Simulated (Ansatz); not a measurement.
C5H10O2 can be A, `CCCC(=O)OC`, or B, `CC1CCOCO1`.

Calculated with Ansatz (gas phase, PBE0-D4/def2-TZVP geometries, no zero-point term in ΔE). CCSD(T)/CBS is the MP2 limit (def2-TZVPP, def2-QZVPP) plus CCSD(T) − MP2 in def2-TZVPP, frozen cores. Functionals use def2-TZVPP. B3LYP here is the variant with VWN-RPA as its local correlation; programs differ in this. Each species was taken in one conformer, which may not be the lowest.

Q: Which isomer does CCSD(T)/CBS put lower? Give the gap. (Estimate.)

A: Ansatz gave: A, by 64.8 kJ/mol.

Q: Give E(B) − E(A) in kJ/mol with PBE-D4, B3LYP-D4, CCSD(T)/def2-TZVPP, MP2/def2-TZVPP, r2SCAN-D4, B2PLYP, CCSD/def2-TZVPP. (Best estimate.)

A: Computed: PBE-D4 74.8, B3LYP-D4 79.4, CCSD(T)/def2-TZVPP 66.5, MP2/def2-TZVPP 67.4, r2SCAN-D4 75.0, B2PLYP 81.4, CCSD/def2-TZVPP 65.6. None reverses the order clearly.

Largest T1 diagnostic: 0.013.

In def2-TZVPP, CCSD(T) changes the Hartree–Fock value by −20.4 kJ/mol (the triples alone add +0.9 kJ/mol) and MP2 by −19.5 kJ/mol. The D4 term adds −8.4 kJ/mol with B3LYP and −4.4 kJ/mol with PBE0; it sums over pairs of atoms, weighted by their polarisabilities, and B3LYP, whose exchange is more repulsive, gets the larger term.
